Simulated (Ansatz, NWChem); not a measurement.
**C2HO (ethynyloxy radical): from total energies to a heat of formation**

The species is C2HO (4 atoms), meant as a doublet with charge 0. SMILES: `C#C[O]`. The coordinates come from a PBE0-D4/def2-TZVP relaxation.

```xyz
4

C    -0.5625    0.2174   -0.4178
C     0.3423   -0.3966    0.2624
O     1.0688   -1.1065    0.8368
H    -0.7931    1.2255   -0.7016
```

Total energies at UB3LYP/6-31G* (Cartesian functions) (NWChem 7.3.0); the atoms run unrestricted:

| species | state | energy (Eh) |
| --- | --- | --- |
| C2HO | doublet | -151.922723 |
| C | triplet | -37.846280 |
| O | triplet | -75.060621 |
| H | doublet | -0.500273 |

Harmonic wavenumbers at UPBE0-D4/def2-TZVP, in cm⁻¹: 453, 510, 574, 1280, 2123, 3365.

Measured heats of formation of the gaseous atoms at 298.15 K, in kJ/mol: C 716.9, O 249.2, H 218.0. Spin-orbit lowering of the atoms at 298 K (mean of the ground term's levels less their thermal mean, from spectra), in kJ/mol: C 0.02, O 0.40. Take 1 Eh = 2625.50 kJ/mol, 1 cm⁻¹ = 0.0119627 kJ/mol, RT = 2.479 kJ/mol.

Work out the heat of formation of the gas at 298 K.


1. Electronic atomisation energy: 2 × (-37.846280) + (-75.060621) + (-0.500273) − (-151.922723) = 0.669269 Eh = 1757.2 kJ/mol.
2. Zero-point energy: half the sum of the wavenumbers, 4152.5 cm⁻¹ = 49.7 kJ/mol.
3. Thermal vibrational enthalpy, Σ hcν̃/(exp(hcν̃/kT) − 1): 1.7 kJ/mol. Translation, rotation and pV of a non-linear molecule: 4 RT = 9.9 kJ/mol.
4. The 4 free atoms carry 5/2 RT each: 24.8 kJ/mol.
5. Spin-orbit coupling lowers the free atoms by 2 × 0.02 + 0.40 = 0.4 kJ/mol.
6. Atomisation enthalpy at 298 K: 1757.2 − 0.4 − 49.7 − 1.7 − 9.9 + 24.8 = 1720.3 kJ/mol.
7. Sum of the atoms' heats of formation: 1901.0 kJ/mol. Heat of formation: 1901.0 − 1720.3 = +180.7 kJ/mol.

The tabulated value is +178.0 kJ/mol (Active Thermochemical Tables), so this level is off by +2.7 kJ/mol, or 0.2 % of the atomisation enthalpy. So close a hit in a small basis owes something to errors that cancel. Anharmonicity and any spin-orbit splitting of the molecule are left out.
